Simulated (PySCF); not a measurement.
All values below come from M06-2X/def2-TZVP // B3LYP-D3(BJ)/def2-TZVP in PySCF. Gas-phase values, no solvent. 

Reference species (SMILES): `[CH3]` (neutral, multiplicity 2).

highest occupied spin orbital: -7.80 eV

Changed species: `[SiH3]` (radical fragment; the reference has radical fragment).

### Question
Predict the effect on the highest occupied spin orbital.

### Answer
the highest occupied spin orbital rises by 0.62 eV, to -7.18 eV.
